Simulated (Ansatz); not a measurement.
**PHO₂ (singlet): wave-function methods side by side at a displaced geometry (v1), cc-pVDZ**

The task here is to estimate one member of a computed series from the others.

Computed with Ansatz 0.2.0, Gaussian basis. Level: cc-pVDZ, core rule «outside noble gas», up to 7 orbitals frozen.

Plan: UHF; CCSD(T) on RHF; BCCD(T) on RHF; CISD; CCSDT(Q) on RHF.

9 further runs of the same task are left out: 4 that didn't finish, 5 set aside as unsound or not needed.

## What is computed

The geometry is a PBE0/def2-TZVP stationary point (not a proven minimum) with its atoms shifted at random (size 0.040 Å).

4 atoms, charge 0, spin multiplicity 1.

Atoms are counted from 1 here; the program's logs count them from 0.

Bond lengths: P1–O2 1.455 Å, P1–O3 1.420 Å, P1–H4 1.427 Å. Angles: O2–P1–O3 133.1°, O2–P1–H4 110.9°, O3–P1–H4 116.1°.

As a file:

```xyz
4
HO2P
P    -0.0107   -0.2634    0.0166
O    -0.0115    0.2785   -1.3341
O     0.0364    0.3378    1.3024
H    -0.0663   -1.6888   -0.0074
```

Set-up of the first run:

File in.yaml:

```yaml
crystal:
  periodic: [false, false, false]
  atoms:
    - {symbol: P, position_ang: [-0.010701, -0.263355, 0.016612]}
    - {symbol: O, position_ang: [-0.011534, 0.278459, -1.334095]}
    - {symbol: O, position_ang: [0.036430, 0.337769, 1.302399]}
    - {symbol: H, position_ang: [-0.066347, -1.688770, -0.007352]}
basis:
  gaussian: {orbitals: cc-pVDZ}
magnetization: {spin_polarized: true, initial_magnetization: 0}
hamiltonian: {xc: hf}
output: {orbitals: {seedname: orbitals}}
```

Run with:

```
ansatz run in.yaml --threads 1 --pin off --events-out ev --progress --plain --max-ram 2393MiB
```

Steps of the session up to this table: UHF; CCSD(T) on RHF; BCCD(T) on RHF; CISD; CCSDT(Q) on RHF.

One table of the session follows, with a row left open; its other results are not shown here.

It belongs to the step «Misses and costs». 

```
   method  from RCCSDT(Q) (meV)
      RHF              +14028.9
     RMP2                +681.4
     CISD               +1987.3
    RCCSD                +528.9
 RCCSD(T)                 +81.8
  BCCD(T)                     ?
   RCCSDT                 +63.9
RCCSDT(Q)                     0
```

**Question.** Estimate the row for BCCD(T).

As computed: from RCCSDT(Q) (meV): +73.3. In the column «from RCCSDT(Q) (meV)» it lies between RCCSDT (+63.9) and RCCSD(T) (+81.8).
